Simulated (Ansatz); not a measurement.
**SiH3, doublet in 6-31G*: errors against full CI**

Geometry: MP2(full)/6-31G*, from the G2/97 set.

```yaml
atoms:
  - { symbol: Si, position_ang: [0.0000, 0.0000, 0.0437] }
  - { symbol: H, position_ang: [0.0000, 1.4133, -0.4057] }
  - { symbol: H, position_ang: [1.2239, -0.7066, -0.4057] }
  - { symbol: H, position_ang: [-1.2239, -0.7066, -0.4057] }
```

Basis 6-31G* (Cartesian d functions); Ansatz 0.2.0. Correlated methods freeze the noble-gas cores, which leaves 7 electrons in 20 orbitals. Prefix R: restricted or restricted open-shell reference; prefix U: unrestricted. Active spaces: valence = (7e, 7o) chosen from the atoms' valence shells.

Full CI is exact within this basis and frozen core; it isn't the basis-set limit. The frozen core follows each run's orbitals, which can shift R against U totals by a few meV.

For open shells CISD and CISDTQ are restricted-active-space CI with the open shells as a complete middle space.

* UHF ⟨S²⟩: 0.754
* T1 diagnostic (RCCSD): 0.0177
* largest doubles amplitude (RCCSD): 0.035
* T1 diagnostic (UCCSD): 0.0138

| level | E − E(full CI) (meV) | share of correlation (%) | wall time |
| --- | --- | --- | --- |
| RHF | 2568 | 0.00 | – |
| UHF | 2533 | 1.36 | – |
| RMP2 | 676 | 73.69 | – |
| UMP2 | 670 | 73.92 | – |
| CISD | 143 | 94.44 | 0.37 s |
| RCCSD | 65 | 97.47 | – |
| UCCSD | 64 | 97.51 | – |
| RCCSD(T) | 16 | 99.36 | 0.43 s |
| UCCSD(T) | 16 | 99.37 | 0.49 s |
| BCCD(T) | 16 | 99.36 | 0.79 s |
| RCCSDT | 1 | 99.97 | – |
| UCCSDT | 0 | 99.98 | – |
| CISDTQ | 3 | 99.90 | 2.9 s |
| RCCSDT(Q) | 0 | 99.99 | 3.2 s |
| UCCSDT(Q) | 0 | 100.01 | 2.8 s |
| RCCSDTQ | 0 | 100.00 | 11 s (H100) |
| UCCSDTQ | 0 | 100.01 | 8 s (H100) |
| CASSCF (valence space) | 1371 | 46.62 | – |
| NEVPT2 (valence space) | 449 | 82.50 | 1.2 s |
| MRCISD (valence space) | 70 | 97.28 | – |
| MRCISD+Q (valence space) | 32 | 98.75 | 2.3 s |

The correlation energy at full CI, counted from RHF, is -2.568 eV. That run took 11 s on 1 thread of AMD EPYC 7R13, shared host over 2,761,318 determinants.

Times hold each run's SCF and search for its determinant on a shared host, so for small cases they say little of a method's own cost; rows without a card ran on 1 thread of AMD EPYC 7R13.

The full-CI state has the irrep A' of Cs, in the program's axes (one component, if the state is degenerate).

Natural occupations of full CI about the gap: 1.969 1.959 1.959 0.991 0.029 0.023 0.023 0.008 0.008 0.007; effectively unpaired electrons, Σ n²(2−n)², 1.03.

Atomization energy (electronic, same basis, no zero-point term; atoms at the same level, unrestricted beside the R rows where the molecule is a closed shell, with restricted open-shell steps beyond CCSDT(Q)) at full CI: 827.0 kJ/mol. Errors of other levels:

| level | error (kJ/mol) |
| --- | --- |
| RHF | -89.4 |
| UHF | -93.0 |
| RMP2 | -18.8 |
| UMP2 | -18.9 |
| CISD | -10.0 |
| RCCSD | -3.1 |
| UCCSD | -3.2 |
| RCCSD(T) | -0.7 |
| UCCSD(T) | -0.7 |
| BCCD(T) | -0.7 |
| RCCSDT | 0.0 |
| UCCSDT | 0.0 |
| CISDTQ | -0.3 |
| RCCSDT(Q) | 0.0 |
| UCCSDT(Q) | 0.0 |
| RCCSDTQ | 0.0 |
| UCCSDTQ | 0.0 |
| CASSCF (valence space) | -9.0 |
| NEVPT2 (valence space) | -11.6 |
| MRCISD (valence space) | -4.5 |
| MRCISD+Q (valence space) | -5.3 |

This basis is far from its limit, so the value isn't to be set against a measured one. Truncated CI isn't size-consistent, which counts against it in atomization.
